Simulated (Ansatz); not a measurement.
AlH6NSi (`N[SiH2][AlH2]`), relaxed with RKS PBE-D4/def2-SVP in the Gaussian-basis code of Ansatz from a rough embedded geometry. The force threshold is 0.03 eV/Å; the program also tests the step.

Total charge 0; spin multiplicity 1.

Start:

```xyz
9

N    -0.752   -1.041    1.052
Si   -0.324    0.511    0.401
Al    1.331    0.175   -1.229
H    -1.203   -1.569    0.321
H    -1.538   -0.891    1.798
H     0.188    1.407    1.471
H    -1.517    1.149   -0.221
H     1.037    0.681   -2.758
H     2.778   -0.422   -0.834
```

Q: By how much does the energy fall, and how many steps does the optimiser take? (An estimate is asked.)

A: Computed: 35.59 kJ/mol, in 21 steps, 1 of them rejected.

Q: Which bonds change most? (An estimate is asked.)

A: The calculation gave: Si2–Al3 from 2.347 to 2.463 Å; N1–H5 from 1.093 to 1.025 Å; Si2–H7 from 1.489 to 1.526 Å; Al3–H8 from 1.637 to 1.606 Å.

Q: Give the relaxed structure. (Estimate.)

A: The calculation gave: 
```xyz
9

N    -0.613   -0.875    1.270
Si   -0.557    0.550    0.236
Al    1.331    0.213   -1.310
H    -0.628   -1.786    0.803
H    -1.288   -0.881    2.042
H    -0.330    1.737    1.143
H    -1.832    0.894   -0.528
H     2.122    1.434   -1.991
H     1.794   -1.285   -1.664
```
